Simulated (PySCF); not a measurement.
Species: C5H4S (charge -1 and doublet state).
Numbering: `[CH2:1]=[C:2]1[CH:3]=[CH:4][C:5]1[S-:6]` (hydrogens: H7, H8 on C1; H9 on C3; H10 on C4)

Cartesian coordinates in Å at the GFN2-xTB level; atoms count from 1:
```
atom  x, y, z in Å
C1     1.695    0.424    0.252
C2     0.403    0.169    0.090
C3    -0.865    0.818    0.359
C4    -1.567   -0.281   -0.185
C5    -0.395   -0.989   -0.485
S6     0.005   -2.460   -1.171
H7     2.049    1.344    0.701
H8     2.448   -0.282   -0.060
H9    -1.146    1.759    0.796
H10   -2.617   -0.498   -0.321
```

Computed with UKS B3LYP, pcH-1 on C H S, non-relativistic, mean-field spin-orbit, GIAO (PySCF). Whether the extra electron is bound in the gas phase wasn't checked; a finite basis holds it in any case. A GFN2-xTB geometry isn't a minimum of the functional, and hyperfine couplings can be far from their values at a DFT geometry, by a factor of two or more for some ions and for spin on atoms past the first row. No stability test was run, so a lower SCF solution isn't excluded.

The largest Mulliken spin populations are on C3 (+0.59), C5 (+0.28), S6 (+0.25) and C2 (-0.08). Three atoms exceed +0.15. The angles at C3 add up to 360.0°, so it is planar.

(1) Find Q in a(H) = Q·ρ(C) for the protons on the planar carbons that carry spin.

Results:

(1) 
```
 H   C    ρ(C)  a(H) (G)  a/ρ (G)
H9  C3  +0.591    -14.28    -24.2
```

One proton gives one ratio, Q = -24.2 G, and no test of linearity.

Couplings in gauss use g_iso = 2.0067.

Time: 36 s (grids of density and orbitals included); peak memory 0.69 GiB. Hardware: Arm Neoverse V1, one thread, no GPU, on a shared host.

The SMILES draws the unpaired electron on C5; the largest computed Mulliken spin population is on C3 (0.59 against 0.28).
